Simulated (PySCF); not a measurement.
**Core-level binding energies of `C[O+](C)CF`**

Species: C₃H₈FO (charge +1).
Structure used (PBE0-D3(BJ)/def2-SVP), in Å, numbered top down from 1:
```
atom  x, y, z in Å
C1    -0.2846    1.1154   -0.8448
O2     0.0445   -0.2074   -0.2926
C3     1.3514   -0.2934    0.3759
C4    -1.0515   -0.8912    0.3858
F5    -1.3232   -0.2355    1.5022
H6     0.5596    1.3999   -1.4810
H7    -1.1920    0.9833   -1.4438
H8    -0.4370    1.8190   -0.0165
H9     1.3222    0.3075    1.2937
H10    2.0876    0.0816   -0.3423
H11    1.5226   -1.3548    0.5851
H12   -1.8933   -0.8680   -0.3199
H13   -0.6848   -1.9076    0.5848
```

The calculation used delta-SCF UKS SCAN, pcX-2 on the ionised atom, pcseg-1 elsewhere, spin-free X2C (PySCF). These are vertical core ionisation energies against the vacuum level, from separate self-consistent calculations with and without the core hole.

Task: List the computed XPS lines with their assignment.

Result: 
| atom(s) | environment | level | binding energy (eV) | above the level's lowest (eV) | count |
| --- | --- | --- | --- | --- | --- |
| C1/C3 | O-methyl carbon | C 1s | 298.73 | 0.00 | 2 |
| O2 | oxonium oxygen | O 1s | 547.60 | 0.00 | 1 |
| C4 | sp3 C–F carbon | C 1s | 301.14 | +2.41 | 1 |
| F5 | alkyl fluorine | F 1s | 699.02 | 0.00 | 1 |

Lowest listed C 1s: C1/C3, bonded to O and 3 H. Highest, 2.41 eV above it: C4, bonded to F, O and 2 H. Summing the Pauling electronegativity differences to the bonded atoms, each weighted by its formal bond order, gives -0.16 for the lowest site and +1.62 for the highest.

Task: Express the binding energy of C 1s of C4 in atomic units and per mole.

Result: 301.14 eV = 11.0667 Eh = 29056 kJ/mol.

Atoms equivalent by their bonding share one computed value, that of the first of them. The species carries charge +1, so core ionisation leaves charge +2. One conformer (not necessarily the lowest) at the PBE0-D3(BJ)/def2-SVP geometry, without solvent, vibrations or thermal averaging.

Time: 16 s of wall time; peak memory 0.48 GiB. Hardware: one thread of an Intel Xeon 6975P-C, no GPU, shared host with 192 logical CPUs at a one-minute load of 65.
